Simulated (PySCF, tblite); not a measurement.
# Complex of hydrogen fluoride and water

A gas-phase complex of hydrogen fluoride and water; neutral, singlet. The structure comes from a short search (6 tight-binding starts) and was relaxed by PBE0-D3(BJ)/def2-TZVPD; another way of binding may lie lower. Frequencies by PBE0-D3(BJ)/def2-TZVPD show no clear imaginary mode.

| part | name | SMILES | atoms | charge | multiplicity |
| --- | --- | --- | --- | --- | --- |
| 1 | hydrogen fluoride | F | 1–2 | 0 | 1 |
| 2 | water | O | 3–5 | 0 | 1 |

Coordinates in Å:
```
F1     -0.484   -0.230    0.008
H2     -0.245    0.667    0.173
O3      0.154    2.256    0.507
H4     -0.582    2.763    0.861
H5      0.869    2.351    1.143
```

Contacts between parts, classed by geometry: H2···O3 1.672 Å (hydrogen bond, 178°).

Interaction energies are complex less parts, with the parts frozen as they stand in it; counterpoise-corrected, in kcal/mol (PySCF). The CCSD(T) estimate is Hartree-Fock/aug-cc-pVQZ, plus the MP2 correlation part extrapolated as X⁻³ from aug-cc-pVTZ and aug-cc-pVQZ, plus CCSD(T) less MP2 in aug-cc-pVDZ; noble-gas cores are frozen. It isn't the exact limit.

(1) How strongly do the parts interact, level by level?

(2) What holds them together? Decompose the wB97M-D3(BJ)/def2-TZVPD energy: frozen parts, their antisymmetrised product, then relaxation.

The parts were also relaxed and run alone, at the levels used for the complex: vibrations by PBE0-D3(BJ)/def2-TZVPD; shieldings by PBE0/pcSseg-2; core levels by delta-SCF with SCAN, pcX-2 on the ionised atom and pcseg-1 elsewhere, spin-free X2C.

(3) How do these values change when the complex forms?

Results:

(1) 
| level | interaction | superposition error removed |
| --- | --- | --- |
| Hartree-Fock/aug-cc-pVQZ | -7.71 | - |
| wB97M-D3(BJ)/def2-TZVPD | -9.03 | -0.09 |
| PBE0-D3(BJ)/def2-TZVPD | -9.79 | -0.08 |
| MP2/aug-cc-pVQZ | -8.88 | -0.40 |
| CCSD(T), estimated basis limit | -8.93 | - |

(2) electrostatic -15.2, Pauli repulsion +14.6, orbital relaxation -7.9, dispersion correction -0.6 kcal/mol, which sum to the value before the counterpoise correction; the Pauli term holds the exchange-correlation of the frozen density too. Of the attraction, 64 % is electrostatic, 33 % is orbital relaxation, 3 % is dispersion correction.

(3) 
```
                              property   alone  in the complex  change
                        F1–H2 bond (Å)   0.921           0.943  +0.022
stretch carried by H2 (cm⁻¹, harmonic)    4145            3649    -496
       its infrared intensity (km/mol)     115            1075        
                 shielding of H2 (ppm)   29.16           23.79   -5.37
                 shielding of O3 (ppm)   329.1           316.5   -12.7
                 shielding of F1 (ppm)   410.5           399.3   -11.3
                 F1 1s core level (eV)  694.11          692.10   -2.02
                 O3 1s core level (eV)  539.76          541.03   +1.27
```

The 6 runs behind this took 71 s in all, one thread each of Intel Xeon 6975P-C on a shared host, launched as `OMP_NUM_THREADS=1 python cluster_run.py task.json out`.
